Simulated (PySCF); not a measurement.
Gas-phase reaction: AlF2 + C2H5 = AlCH3 + CH2F2

Method: PySCF energies (xtb for GFN2) plus ideal-gas RRHO corrections (1 bar). S°(298 K) at PBE0/def2-TZVP differs from the NASA 1993 table for C2H5 (+9 J/mol/K); whether the harmonic model or the table's entry is off was not settled. † marks an energy on the PBE0/def2-TZVP geometry and frequencies; other levels use their own. 6-31G* has spherical d functions here. Open shells (unrestricted): AlF2 (multiplicity 2), C2H5 (multiplicity 2); the rest are closed-shell singlets. GFN2 has no spin-polarisation term. B3LYP is the form with VWN-RPA correlation. AlCH3: computed as isolated molecules; such fragments, hydroxides, amides, oligomers or adducts are transient or little studied in the gas. The harmonic model lacks anharmonicity and excited electronic states, which grow with temperature; levels with a mode under 35 cm⁻¹ are left out. Internal rotation in C2H5 is treated as a harmonic vibration of one conformer, which makes the entropy rough.

```csv
level,"ΔE electronic, kJ","ΔH°(298 K), kJ","ΔS°(298 K), J/K","ΔG°(1000 K), kJ"
B3LYP/6-31G*,217,223,-35,261
GFN2-xTB,334,334,-40,377
M06-2X/def2-TZVP†,224,229,-35,267
PBE/def2-SVP,191,196,-35,233
PBE/def2-TZVP†,220,225,-35,263
PBE0/def2-QZVP†,237,242,-35,280
PBE0/def2-SVP†,200,205,-35,243
PBE0/def2-TZVP,231,236,-35,274
ωB97X-V/def2-TZVP†,221,226,-35,264
```
ΔH° is lowest at PBE/def2-SVP and highest at GFN2-xTB. No reference value is set beside these.
